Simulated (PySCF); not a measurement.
# One shape, several levels: C4H5NS (4-methylthiazole)

We compute a comparison of 6 runs (HF/STO-3G, B3LYP/6-31G*, B2PLYP/pcseg-1, PBE0/def2-SVP, CCSD(T)/6-31G*) of C4H5NS (4-methylthiazole). 

The calculation is run with PySCF 2.14.0.

1 further run of the same task is left out (set aside as unsound or not needed).

### 1 The structure to begin with

C4H5NS has 11 atoms, charge 0, and is taken as a singlet. As SMILES, `Cc1cscn1`. The coordinates come from a GFN2-xTB relaxation.

Bond lengths: C1–C2 1.489 Å, C2–C3 1.362 Å, C3–S4 1.721 Å, S4–C5 1.737 Å, C2–N6 1.361 Å, C5–N6 1.279 Å, C1–H7 1.086 Å, C1–H8 1.088 Å, C1–H9 1.089 Å, C3–H10 1.071 Å, C5–H11 1.071 Å. Some angles: C1–C2–C3 126.3°, C1–C2–N6 119.7°, C3–C2–N6 114.0°, C2–C3–S4 110.9°, C3–S4–C5 87.8°, S4–C5–N6 115.1°, C2–N6–C5 112.1°, C2–C1–H7 110.6°, C2–C1–H8 109.7°, C2–C1–H9 109.8°.

### 2 Energy and forces at HF/STO-3G (run 1)

job.py reads:

```python
# 4-methylthiazole
from pyscf import gto, scf

mol = gto.M(
    atom=[
    ('C', (-0.160300, -0.672620, 1.520600)),
    ('C', (-0.003630, -0.077410, 0.164870)),
    ('C', (1.170090, 0.128810, -0.494770)),
    ('S', (0.892240, 0.847600, -2.033380)),
    ('C', (-0.805460, 0.814620, -1.667740)),
    ('N', (-1.105740, 0.322010, -0.526770)),
    ('H', (0.794970, -1.031110, 1.892860)),
    ('H', (-0.868400, -1.497380, 1.479350)),
    ('H', (-0.556430, 0.073350, 2.207530)),
    ('H', (2.166480, -0.095810, -0.173030)),
    ('H', (-1.523820, 1.187950, -2.369540)),
],
    basis='sto-3g',
    max_memory=1860,
    spin=0,
    charge=0,
    verbose=4,
)

myscf = scf.RHF(mol)
myscf.conv_tol = 1e-10
myscf.kernel()
if not myscf.converged:
    myscf = myscf.newton().run(myscf.mo_coeff, myscf.mo_occ)

e_tot = myscf.e_tot
print(f'total energy: {e_tot:.8f} hartree')
grad = myscf.nuc_grad_method().kernel()
myscf.analyze()
```

Started as:

```sh
$ OMP_NUM_THREADS=1 python job.py
```

Standard output:

```text
PySCF version 2.14.0

[... 70 lines left out ...]
total energy: -599.42941480 hartree
[... 16 lines left out ...]
Two-electron Coulomb Energy =          552.708651264751666
[... 6 lines left out ...]
MO #4   energy= -11.0560290181782  occ= 2
[... 4 lines left out ...]
MO #9   energy= -6.35256695806581  occ= 2
[... 4 lines left out ...]
MO #14  energy= -0.869809116370629 occ= 2
[... 4 lines left out ...]
MO #19  energy= -0.534498569747591 occ= 2
[... 4 lines left out ...]
MO #24  energy= -0.327193688412836 occ= 2
[... 4 lines left out ...]
MO #29  energy= 0.423810785218247  occ= 0
[... 4 lines left out ...]
MO #34  energy= 0.72992561152783   occ= 0
[... 4 lines left out ...]
MO #39  energy= 1.06261735204487   occ= 0
[... 14 lines left out ...]
pop of  2 C 2px           1.03460
pop of  2 C 2py           1.06963
pop of  2 C 2pz           0.97971
pop of  3 S 1s            2.00000
pop of  3 S 2s            1.99967
pop of  3 S 3s            1.75356
pop of  3 S 2px           1.99929
pop of  3 S 2py           1.99976
pop of  3 S 2pz           1.99939
pop of  3 S 3px           1.07412
pop of  3 S 3py           1.62243
pop of  3 S 3pz           1.28075
pop of  4 C 1s            1.99986
pop of  4 C 2s            1.08092
pop of  4 C 2px           0.96517
pop of  4 C 2py           1.04004
pop of  4 C 2pz           0.99036
pop of  5 N 1s            1.99987
pop of  5 N 2s            1.46156
pop of  5 N 2px           1.50999
pop of  5 N 2py           1.08971
pop of  5 N 2pz           1.12865
pop of  6 H 1s            0.96012
pop of  7 H 1s            0.95316
pop of  8 H 1s            0.95478
pop of  9 H 1s            0.95169
pop of  10 H 1s           0.95017
 ** Mulliken atomic charges  **
charge of    0C =     -0.10491
charge of    1C =      0.04103
charge of    2C =     -0.17109
charge of    3S =      0.27101
charge of    4C =     -0.07635
charge of    5N =     -0.18977
charge of    6H =      0.03988
charge of    7H =      0.04684
charge of    8H =      0.04522
charge of    9H =      0.04831
charge of   10H =      0.04983
Dipole moment(X, Y, Z, Debye):  1.59541,  0.14312, -0.58105
```

Run time: 7.2 s. Hardware: 1 thread of Intel Xeon at 2.50GHz (Skylake/Cascade Lake), shared host; peak memory 0.12 GiB.

### 3 Energy and gradient at B3LYP/6-31G(d) (spherical functions) (run 2)

job.py reads:

```python
import pyscf.grad
from pyscf import gto, dft

mol = gto.Mole()
mol.atom = '''
C     -0.160300    -0.672620     1.520600
C     -0.003630    -0.077410     0.164870
C      1.170090     0.128810    -0.494770
S      0.892240     0.847600    -2.033380
C     -0.805460     0.814620    -1.667740
N     -1.105740     0.322010    -0.526770
H      0.794970    -1.031110     1.892860
H     -0.868400    -1.497380     1.479350
H     -0.556430     0.073350     2.207530
H      2.166480    -0.095810    -0.173030
H     -1.523820     1.187950    -2.369540
'''
mol.verbose = 4
mol.basis = '6-31g*'
mol.charge = 0
mol.max_memory = 1860
mol.spin = 0
mol.build()

mf = dft.RKS(mol)
mf.xc = 'b3lyp'
mf.conv_tol = 1e-10
mf.grids.level = 5
mf.kernel()
if not mf.converged:
    mf = mf.newton().run(mf.mo_coeff, mf.mo_occ)

energy = mf.e_tot
print(f'total energy: {energy:.8f} hartree')
grad = mf.Gradients().kernel()
dip = mf.dip_moment()
pop, q = mf.mulliken_pop()
```

Started as:

```sh
$ OMP_NUM_THREADS=1 python job.py
```

Standard output:

```text
PySCF version 2.14.0

[... 81 lines left out ...]
converged SCF energy = -608.359442745449
total energy: -608.35944275 hartree
[... 12 lines left out ...]
Dipole moment(X, Y, Z, Debye):  1.07709, -0.11699,  0.09795
[... 71 lines left out ...]
pop of  4 C 3dyz          0.00989
pop of  4 C 3dz^2         0.01312
pop of  4 C 3dxz          0.02062
pop of  4 C 3dx2-y2       0.00696
pop of  5 N 1s            1.99740
pop of  5 N 2s            0.80924
pop of  5 N 3s            0.83691
pop of  5 N 2px           0.93992
pop of  5 N 2py           0.70493
pop of  5 N 2pz           0.79218
pop of  5 N 3px           0.50351
pop of  5 N 3py           0.41561
pop of  5 N 3pz           0.27564
pop of  5 N 3dxy          0.00779
pop of  5 N 3dyz          0.00654
pop of  5 N 3dz^2         0.00943
pop of  5 N 3dxz          0.01136
pop of  5 N 3dx2-y2       0.00734
pop of  6 H 1s            0.52982
pop of  6 H 2s            0.31811
pop of  7 H 1s            0.52543
pop of  7 H 2s            0.30186
pop of  8 H 1s            0.52545
pop of  8 H 2s            0.30277
pop of  9 H 1s            0.52600
pop of  9 H 2s            0.30172
pop of  10 H 1s           0.53057
pop of  10 H 2s           0.29141
 ** Mulliken atomic charges  **
charge of    0C =     -0.50071
charge of    1C =      0.27929
charge of    2C =     -0.38674
charge of    3S =      0.22995
charge of    4C =     -0.15087
charge of    5N =     -0.31779
charge of    6H =      0.15207
charge of    7H =      0.17271
charge of    8H =      0.17178
charge of    9H =      0.17228
charge of   10H =      0.17802
```

Wall time 1.9 min (1 thread of Intel Xeon at 2.50GHz (Skylake/Cascade Lake), shared host); peak memory 1 GiB.

### 4 Energy and forces at B3LYP/6-31G(d) (Cartesian functions) (run 3)

job.py reads:

```python
# 4-methylthiazole
from pyscf import gto, dft

molecule = gto.M(
    atom='''
C     -0.160300    -0.672620     1.520600
C     -0.003630    -0.077410     0.164870
C      1.170090     0.128810    -0.494770
S      0.892240     0.847600    -2.033380
C     -0.805460     0.814620    -1.667740
N     -1.105740     0.322010    -0.526770
H      0.794970    -1.031110     1.892860
H     -0.868400    -1.497380     1.479350
H     -0.556430     0.073350     2.207530
H      2.166480    -0.095810    -0.173030
H     -1.523820     1.187950    -2.369540
''',
    max_memory=1860,
    cart=True,
    verbose=3,
    basis='6-31g*',
)

ks = dft.RKS(molecule, xc='b3lyp')
ks.conv_tol = 1e-10
ks.grids.level = 5
ks.kernel()
if not ks.converged:
    ks = ks.newton().run(ks.mo_coeff, ks.mo_occ)

etot = ks.e_tot
print('E = %.10f Eh' % etot)
grad = ks.nuc_grad_method().kernel()
dip = ks.dip_moment()
pop, q = ks.mulliken_pop()
```

Started as:

```sh
$ OMP_NUM_THREADS=1 python job.py
```

Standard output:

```text
converged SCF energy = -608.366732668263
[... 9 lines left out ...]
Dipole moment(X, Y, Z, Debye):  1.08144, -0.11716,  0.09741
[... 77 lines left out ...]
pop of  4  C 3dyy        -0.01925
pop of  4  C 3dyz         0.00991
pop of  4  C 3dzz         0.00768
pop of  5  N 1s           1.99220
pop of  5  N 2s           0.80782
pop of  5  N 3s           0.95310
pop of  5  N 2px          0.94038
pop of  5  N 2py          0.70493
pop of  5  N 2pz          0.79308
pop of  5  N 3px          0.49316
pop of  5  N 3py          0.41705
pop of  5  N 3pz          0.27868
pop of  5  N 3dxx        -0.01430
pop of  5  N 3dxy         0.00792
pop of  5  N 3dxz         0.01181
pop of  5  N 3dyy        -0.01377
pop of  5  N 3dyz         0.00678
pop of  5  N 3dzz        -0.00315
pop of  6  H 1s           0.52966
pop of  6  H 2s           0.31793
pop of  7  H 1s           0.52520
pop of  7  H 2s           0.30176
pop of  8  H 1s           0.52522
pop of  8  H 2s           0.30266
pop of  9  H 1s           0.52612
pop of  9  H 2s           0.30089
pop of  10  H 1s          0.53075
pop of  10  H 2s          0.29006
 ** Mulliken atomic charges  **
charge of    0C =     -0.50055
charge of    1C =      0.30920
charge of    2C =     -0.38877
charge of    3S =      0.23366
charge of    4C =     -0.12759
charge of    5N =     -0.37569
charge of    6H =      0.15241
charge of    7H =      0.17304
charge of    8H =      0.17212
charge of    9H =      0.17299
charge of   10H =      0.17919
```

Run time: 2 min. Hardware: 1 thread of Intel Xeon at 2.50GHz (Skylake/Cascade Lake), shared host; peak memory 1 GiB.

Runs 4 to 5 aren't shown in full; the table further down has their settings and results.

### 5 A single-point energy at CCSD(T)/6-31G(d) (spherical functions) (run 6)

job.py reads:

```python
from pyscf import gto, cc

system = gto.M(
    atom='''
C       -0.160300      -0.672620       1.520600
C       -0.003630      -0.077410       0.164870
C        1.170090       0.128810      -0.494770
S        0.892240       0.847600      -2.033380
C       -0.805460       0.814620      -1.667740
N       -1.105740       0.322010      -0.526770
H        0.794970      -1.031110       1.892860
H       -0.868400      -1.497380       1.479350
H       -0.556430       0.073350       2.207530
H        2.166480      -0.095810      -0.173030
H       -1.523820       1.187950      -2.369540
''',
    max_memory=1860,
    verbose=4,
    basis='6-31g*',
    spin=0,
)

hf = system.RHF()
hf.conv_tol = 1e-10
hf.kernel()
if not hf.converged:
    hf = hf.newton().run(hf.mo_coeff, hf.mo_occ)

mycc = cc.CCSD(hf, frozen=10)
mycc.kernel()
e_t = mycc.ccsd_t()
e_tot = mycc.e_tot + e_t
print('Final energy', e_tot)
dip = hf.dip_moment()
pop, q = hf.mulliken_pop()
```

Started as:

```sh
$ OMP_NUM_THREADS=1 python job.py
```

Standard output:

```text
PySCF version 2.14.0

[... 71 lines left out ...]
converged SCF energy = -606.327188460714
[... 12 lines left out ...]
Init t2, MP2 energy = -607.118050245566  E_corr(MP2) -0.79086178485156
[... 13 lines left out ...]
CCSD converged
[... 2 lines left out ...]
Final energy -607.1913563850987
Dipole moment(X, Y, Z, Debye):  1.10681, -0.06929, -0.02154
[... 71 lines left out ...]
pop of  4 C 3dyz          0.01260
pop of  4 C 3dz^2         0.01707
pop of  4 C 3dxz          0.02360
pop of  4 C 3dx2-y2       0.00933
pop of  5 N 1s            1.99803
pop of  5 N 2s            0.78961
pop of  5 N 3s            0.88583
pop of  5 N 2px           0.94104
pop of  5 N 2py           0.66618
pop of  5 N 2pz           0.77176
pop of  5 N 3px           0.55488
pop of  5 N 3py           0.47611
pop of  5 N 3pz           0.32753
pop of  5 N 3dxy          0.00897
pop of  5 N 3dyz          0.00783
pop of  5 N 3dz^2         0.01094
pop of  5 N 3dxz          0.01321
pop of  5 N 3dx2-y2       0.00794
pop of  6 H 1s            0.52675
pop of  6 H 2s            0.29792
pop of  7 H 1s            0.52185
pop of  7 H 2s            0.28418
pop of  8 H 1s            0.52190
pop of  8 H 2s            0.28595
pop of  9 H 1s            0.51875
pop of  9 H 2s            0.24506
pop of  10 H 1s           0.52614
pop of  10 H 2s           0.23740
 ** Mulliken atomic charges  **
charge of    0C =     -0.51559
charge of    1C =      0.28437
charge of    2C =     -0.48849
charge of    3S =      0.28102
charge of    4C =     -0.13555
charge of    5N =     -0.45986
charge of    6H =      0.17533
charge of    7H =      0.19397
charge of    8H =      0.19215
charge of    9H =      0.23619
charge of   10H =      0.23646
```

Run time: 1.8 min. Hardware: 1 thread of Intel Xeon at 2.50GHz (Skylake/Cascade Lake), shared host; peak memory 0.65 GiB.

### 6 The series

```
run                                 level  integration grid  Cartesian functions  energy (Eh)  dipole moment (D) of the reference  HOMO energy (eV)  LUMO energy (eV)  wall time
  1                             HF/STO-3G                 –                   no  -599.429415                                1.70             -7.24              6.81      7.2 s
  2    B3LYP/6-31G* (spherical functions)                 5                   no  -608.359443                                1.09             -6.52             -0.50    1.9 min
  3    B3LYP/6-31G* (Cartesian functions)                 5                  yes  -608.366733                                1.09             -6.53             -0.50      2 min
  4                        B2PLYP/pcseg-1                 5                   no  -607.936314                                1.26             -7.81              0.68       99 s
  5                         PBE0/def2-SVP                 5                   no  -607.708051                                1.15             -6.98             -0.54      2 min
  6  CCSD(T)/6-31G* (spherical functions)                 –                   no  -607.191356                                1.11             -8.96              3.40    1.8 min
```

### 7 What came out

| quantity | value |
| --- | --- |
| run 6: total energy | -607.19136 Eh |
| run 6: dipole moment (Hartree–Fock density) | 1.11 D |
| run 6: HOMO energy (Hartree–Fock orbitals) | -8.96 eV |
| run 6: LUMO energy (Hartree–Fock orbitals) | 3.40 eV |
| run 6: HOMO–LUMO gap (Hartree–Fock orbitals) | 12.36 eV |
| run 6: correlation energy (10 core orbitals frozen) | -864.2 mEh |
| run 6: (T) correction | -35.10 mEh |
| run 6: T1 diagnostic | 0.014 |

In words: Over runs 1, 2, 3, 4, 5 the dipole moment (its size) runs from 1.09 D (B3LYP/6-31G*) to 1.70 D (HF/STO-3G). The two ends differ in method and basis. Over runs 1, 2, 3, 4, 5 the HOMO–LUMO gap runs from 6.02 eV (B3LYP/6-31G*) to 14.05 eV (HF/STO-3G). Totals of different functionals can't be ranked against each other. In run 1 the basis is minimal, so the values are rough. All runs together took 9.4 min, the longest 2 min.
